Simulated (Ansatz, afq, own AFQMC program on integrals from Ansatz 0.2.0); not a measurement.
Two steps: Ansatz 0.2.0 writes the Fock matrix and Cholesky factors of the valence space, and afq projects on them the lowest state that overlaps trial and start.

```yaml
crystal:
  periodic: [false, false, false]
  atoms:
    - {symbol: B, position_ang: [0.000131, 0.005238, -0.005307]}
    - {symbol: H, position_ang: [-0.015452, 0.866665, 0.844525]}
    - {symbol: H, position_ang: [-0.023127, -0.921866, 0.934020]}
    - {symbol: H, position_ang: [0.021454, 0.855204, -0.866479]}
    - {symbol: H, position_ang: [0.015714, -0.856189, -0.855139]}
basis:
  gaussian: {orbitals: cc-pVDZ}
total_charge: 1
magnetization: {spin_polarized: false}
correlation: {method: ccsd_t, electrons: outside_noble_gas, hamiltonian_folder: ham}
```

```sh
$ ansatz run in.yaml --threads 1 --pin off --events-out ev --progress --plain --max-ram 1382MiB
```

Options of the walk:

```
--method phaseless --trial cisd --walkers 110 --populations 1 --least-time 40 --time-step 0.005 --steps-per-block 50 --equilibration-blocks 28 --max-blocks 300 --target-error 0.00029 --factor-cut 1e-05 --seed 5041 --release-times 0.24,0.51,0.99,1.62,2.4 --release-step 0.03 --release-every 4 --taylor-order 6
```

Times are imaginary, in 1/Eh. The walk had a cap of 534 s.

```
orbitals 33  electrons 3 3  factors 258 of 304
reference energy -26.54955877 Eh
CCSD correlation -0.13416817 Eh in 9 cycles, weight of the determinant in the CISD state 0.9222
energy of the start -26.683727 Eh
 block  time / (1/Eh)  mean weight  energy / Eh
     1     0.250  1.0013  -26.683081
     2     0.500  1.0015  -26.683775
     3     0.750  1.0001  -26.684054
     4     1.000  1.0000  -26.684694
     5     1.250  1.0002  -26.684645
     8     2.000  0.9996  -26.686175
    13     3.250  1.0010  -26.686025
    25     6.250  1.0003  -26.688068
    37     9.250  1.0003  -26.689102
    49    12.250  1.0011  -26.686991
    61    15.250  1.0006  -26.685773
    73    18.250  0.9992  -26.686397
    85    21.250  0.9985  -26.688479
    97    24.250  1.0006  -26.687699
   109    27.250  1.0007  -26.687350
   121    30.250  0.9993  -26.687082
   133    33.250  0.9996  -26.687471
   145    36.250  1.0000  -26.686152
   157    39.250  1.0015  -26.688774
   169    42.250  0.9996  -26.687300
   181    45.250  1.0007  -26.688219
   185    46.250  1.0000  -26.685147
blocks merged  error / Eh  count
     1  0.000084  160
     2  0.000106  80
     4  0.000131  40
     8  0.000128  20
    16  0.000138  10
released: time / (1/Eh)  energy / Eh  error  mean overlap
  0.24  -26.687244  0.000204  0.9967
  0.51  -26.687442  0.000161  1.0027
  0.99  -26.687291  0.000137  1.0100
  1.62  -26.687359  0.000164  0.9901
  2.40  -26.687370  0.000160  1.0016
energy -26.686998 +/- 0.000131 Eh
(rows thinned)
```

**Question.** Estimate how long the walk took on 1 thread of Intel(R) Xeon(R) Processor @ 2.50GHz (Skylake/Cascade Lake), with other jobs on the host.

**Answer.** 5.3 min of wall time.

The run passed its tests (sampling time, drift between the halves within three errors, error under three times the target), which doesn't prove that it has relaxed.

Against this walk (error 3.6 meV) on the same determinant: CCSD(T) 11.8 meV higher, CCSDT(Q) 8.4 meV lower, full CI 9.5 meV lower. The error is statistical and leaves out the bias of the constraint. Released to 2.40 1/Eh the energy moves by -10 ± 6 meV (both errors), within twice the noise.

Cautions: constraint bias not in the error.

CCSDT and higher add their correlation energy to the determinant of the CCSD(T) run, since their own runs factorise the integrals more tightly (a shift of under 2 meV). A walk keeps the symmetry of its determinant, which the program's search chose and which needn't be the lowest solution, so a lower state of the same spin and another symmetry isn't excluded.
